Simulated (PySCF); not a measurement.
Gas-phase reaction: 2 SiOF2 + Cl2 + 2 SiCl ⇌ 2 SiCl2F2 + 2 SiO

Computed with PySCF and rigid-rotor harmonic-oscillator thermochemistry at 1 bar. † marks an energy on the PBE0/def2-TZVP geometry and frequencies; other levels use their own. 6-31G* has spherical d functions here. Open shells (unrestricted): SiCl (multiplicity 2); the rest are closed-shell singlets. Spin-orbit splitting is ignored; it lowers the true energy and changes the entropy of SiCl. B3LYP is the form with VWN-RPA correlation. SiOF2: computed as isolated molecules; such fragments, hydroxides, amides, oligomers or adducts are transient or little studied in the gas.

HF/6-31G* gives ΔH°(298 K) = -880 kJ.

What do B3LYP/def2-TZVP†, LDA/def2-TZVP†, r2SCAN/def2-TZVP† give?

B3LYP/def2-TZVP†: -887 kJ; LDA/def2-TZVP†: -942 kJ; r2SCAN/def2-TZVP†: -924 kJ. For scale, ΔH°(298 K) is -880 kJ at this level, -960 kJ at ωB97M-V/def2-TZVP†, and runs from -1005 to -578 kJ over the 20 levels computed († marks an energy on the PBE0/def2-TZVP geometry).
